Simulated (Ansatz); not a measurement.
Ansatz (a first-principles code) input (CCSD(T)/def2-SVPD):

Ansatz 0.2 input:
```yaml
crystal:
  periodic: [false, false, false]
  atoms:
    - {symbol: Be, position_ang: [-0.00000000, -0.00000000, -0.26948411]}
    - {symbol: H, position_ang: [0.00000000, 0.00000000, 1.07793645]}
basis:
  gaussian:
    orbitals: def2-SVPD
magnetization: {spin_polarized: true, initial_magnetization: 1}
correlation: {method: ccsd_t, electrons: outside_noble_gas}
output: {forces: true}
```

End of the output:

```
mean field evaluation 2: about -411.0200 eV, gradient 5.5e0 eV
mean field evaluation 4: about -411.8134 eV, gradient 8.3e-1 eV
mean field evaluation 8: about -411.8386 eV, gradient 1.3e-4 eV
mean field evaluation 16: about -411.8316 eV, gradient 5.0e-1 eV
mean field evaluation 32: about -405.0830 eV, gradient 3.0e-2 eV
mean field evaluation 64: about -409.2443 eV, gradient 8.0e-4 eV
mean field -411.83860113 eV, -15.1347894372 hartree, gradient 7.9e-6 eV, S^2 0.751565; 1 other end points of the search recorded, 0 dependent functions left out
determinant -411.83860113 eV, -15.1347894372 hartree, with singles and doubles -412.81894304 eV, -15.1708163378 hartree
determinant -409.24425119 eV, -15.0394488356 hartree, with singles and doubles -410.23342716 eV, -15.0758003818 hartree
1 core orbitals not correlated
reference -411.83860113 eV, -15.1347894372 hartree; 2, 1 occupied and 17, 18 virtual orbitals, 233 factors
densities: 0.05 GiB planned
second order -0.69584960 eV of doubles, -0.00000000 eV of singles
coupled cluster: 0.05 GiB planned
cycle   1  -0.96867973 eV  change   -4.2e-2 eV  update   1.3e-2
cycle   2  -0.97118520 eV  change   -2.5e-3 eV  update   5.3e-3
cycle   3  -0.97413197 eV  change   -2.9e-3 eV  update   1.9e-3
cycle   4  -0.97486217 eV  change   -7.3e-4 eV  update   7.5e-4
cycle   5  -0.97512411 eV  change   -2.6e-4 eV  update   3.2e-4
cycle   6  -0.97521847 eV  change   -9.4e-5 eV  update   8.9e-5
cycle   7  -0.97524416 eV  change   -2.6e-5 eV  update   2.0e-5
cycle   8  -0.97524813 eV  change   -4.0e-6 eV  update   5.3e-6
cycle   9  -0.97524801 eV  change    1.3e-7 eV  update   1.5e-6
cycle  10  -0.97524793 eV  change    7.8e-8 eV  update   5.0e-7
perturbative correction -0.00855974 eV, -0.0003145647 hartree
the calculation of the forces begins
Total energy: -412.82240880 eV, -15.1709437023 hartree
Atom 0 at    -0.000000    -0.000000    -0.269484 Å, force    -0.000000     0.000000    -0.024919 eV/Å
Atom 1 at     0.000000     0.000000     1.077936 Å, force     0.000000     0.000000     0.024919 eV/Å
Dipole moment:    -0.000000     0.000000    -0.058290 e Å
```
